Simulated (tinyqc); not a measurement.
CIS on RHF in the sto-3g basis, frozen core, for H2O, spin multiplicity 1, step by step (part 2 of 2). Computed by tinyqc, a small Python program that keeps every step (integrals from PySCF). Command: `OMP_NUM_THREADS=1 python tinyqc.py 22526 22527 out.jsonl` (the two numbers bound the seeds that draw the settings). One thread of a shared host (Intel(R) Xeon(R) Processor @ 2.60GHz), about 0.08 s of CPU time with the checks.

Geometry (angstrom):
```
atom         x          y         z
O     0.000000   0.000000  0.000000
H     0.000000   0.718000  0.622000
H     0.000000  -0.782000  0.677000
```

## CIS matrix, triplets

orbital energies (hartree): [-20.254083, -1.259987, -0.589461, -0.463014, -0.393997, 0.567176, 0.702115]

Two-electron integrals over orbitals (pq|rs), unique and non-zero (hartree); the lowest 1 orbital is frozen and left out:
```
(22|22) 0.728900    (32|22) 0.011568    (32|32) 0.140357    (33|22) 0.641770
(33|32) -0.004703   (33|33) 0.627798    (42|22) -0.002305   (42|32) 0.001907
(42|33) 0.004608    (42|42) 0.124397    (43|22) 0.009953    (43|32) 0.019703
(43|33) 0.006488    (43|42) -0.013489   (43|43) 0.051437    (44|22) 0.666765
(44|32) -0.011833   (44|33) 0.592420    (44|42) -0.099805   (44|43) 0.014317
(44|44) 0.752644    (52|52) 0.145081    (53|52) -0.007071   (53|53) 0.029091
(54|52) -0.047698   (54|53) 0.004231    (54|54) 0.054444    (55|22) 0.748098
(55|32) -0.006177   (55|33) 0.627023    (55|42) -0.073960   (55|43) 0.016414
(55|44) 0.714548    (55|55) 0.880159    (62|22) -0.130033   (62|32) 0.017841
(62|33) -0.073585   (62|42) -0.024068   (62|43) -0.011708   (62|44) -0.069191
(62|55) -0.141841   (62|62) 0.094603    (63|22) 0.052962    (63|32) 0.028216
(63|33) 0.034466    (63|42) -0.025130   (63|43) 0.031467    (63|44) 0.043309
(63|55) 0.066444    (63|62) -0.032702   (63|63) 0.076357    (64|22) -0.103182
(64|32) -0.024594   (64|33) -0.045435   (64|42) 0.044130    (64|43) -0.013198
(64|44) -0.123604   (64|55) -0.126116   (64|62) 0.051116    (64|63) -0.046629
(64|64) 0.086560    (65|52) -0.051834   (65|53) 0.010069    (65|54) -0.001193
(65|65) 0.035592    (66|22) 0.609311    (66|32) -0.054634   (66|33) 0.572805
(66|42) 0.048764    (66|43) -0.032662   (66|44) 0.561619    (66|55) 0.592389
(66|62) -0.088685   (66|63) -0.017739   (66|64) -0.029133   (66|66) 0.635626
(72|22) -0.056464   (72|32) -0.037732   (72|33) -0.022763   (72|42) 0.000643
(72|43) 0.032163    (72|44) -0.038389   (72|55) -0.061610   (72|62) 0.015079
(72|63) 0.021391    (72|64) 0.025898    (72|66) -0.041132   (72|72) 0.069745
(73|22) -0.128742   (73|32) 0.024343    (73|33) -0.084649   (73|42) 0.075253
(73|43) -0.002246   (73|44) -0.143387   (73|55) -0.178478   (73|62) 0.060651
(73|63) -0.026709   (73|64) 0.073106    (73|66) -0.055433   (73|72) 0.038482
(73|73) 0.146045    (74|22) -0.016442   (74|32) 0.072986    (74|33) -0.014348
(74|42) 0.003020    (74|43) -0.000845   (74|44) -0.030229   (74|55) -0.026361
(74|62) 0.021409    (74|63) 0.031706    (74|64) -0.006699   (74|66) -0.045901
(74|72) -0.007991   (74|73) 0.034665    (74|74) 0.065795    (75|52) -0.021980
(75|53) -0.021243   (75|54) 0.002432    (75|65) 0.004709    (75|75) 0.025934
(76|22) 0.007940    (76|32) 0.071702    (76|33) -0.009895   (76|42) 0.018533
(76|43) 0.038153    (76|44) -0.018760   (76|55) -0.004664   (76|62) -0.011643
(76|63) 0.038310    (76|64) -0.020959   (76|66) -0.044754   (76|72) 0.006147
(76|73) 0.030931    (76|74) 0.039172    (76|76) 0.073973    (77|22) 0.625620
(77|32) 0.063432    (77|33) 0.601233    (77|42) -0.007401   (77|43) 0.035139
(77|44) 0.587496    (77|55) 0.616666    (77|62) -0.064559   (77|63) 0.065379
(77|64) -0.060226   (77|66) 0.527476    (77|72) -0.021872   (77|73) -0.061959
(77|74) 0.028057    (77|76) 0.045441    (77|77) 0.651078
```

A(ia,jb) = (e_a - e_i) d_ij d_ab - (ij|ab).

CIS matrix A, triplet (hartree), order 2>6, 2>7, 3>6, 3>7, 4>6, 4>7, 5>6, 5>7:
```
[[1.217852, -0.007940, 0.054634, -0.071702, -0.048764, -0.018533, 0.000000, 0.000000],
 [-0.007940, 1.336482, -0.071702, -0.063432, -0.018533, 0.007401, 0.000000, 0.000000],
 [0.054634, -0.071702, 0.583832, 0.009895, 0.032662, -0.038153, 0.000000, 0.000000],
 [-0.071702, -0.063432, 0.009895, 0.690343, -0.038153, -0.035139, 0.000000, 0.000000],
 [-0.048764, -0.018533, 0.032662, -0.038153, 0.468571, 0.018760, 0.000000, 0.000000],
 [-0.018533, 0.007401, -0.038153, -0.035139, 0.018760, 0.577633, 0.000000, 0.000000],
 [0.000000, 0.000000, 0.000000, 0.000000, 0.000000, 0.000000, 0.368783, 0.004664],
 [0.000000, 0.000000, 0.000000, 0.000000, 0.000000, 0.000000, 0.004664, 0.479446]]
```

## CIS triplet states

Diagonalise A (1 hartree = 27.211386 eV); each vector has its largest component positive (the first on a tie).

triplet excitation energies (eV): [10.029768, 12.058835, 13.051725, 14.821695, 16.429183, 19.008990, 33.584042, 36.744969]

lowest vectors, order 2>6, 2>7, 3>6, 3>7, 4>6, 4>7, 5>6, 5>7:
```
[[0.000000, 0.090259, 0.000000, 0.023156, -0.096603, 0.085278],
 [0.000000, 0.008592, 0.000000, 0.069029, 0.062748, 0.102308],
 [0.000000, -0.299458, 0.000000, 0.545353, 0.764733, 0.112723],
 [0.000000, 0.160029, 0.000000, 0.253948, -0.251326, 0.906635],
 [0.000000, 0.922463, 0.000000, 0.260340, 0.206413, -0.188039],
 [0.000000, -0.159864, 0.000000, 0.751680, -0.544191, -0.334976],
 [0.999116, 0.000000, 0.042031, 0.000000, 0.000000, 0.000000],
 [-0.042031, 0.000000, 0.999116, 0.000000, 0.000000, 0.000000]]
```
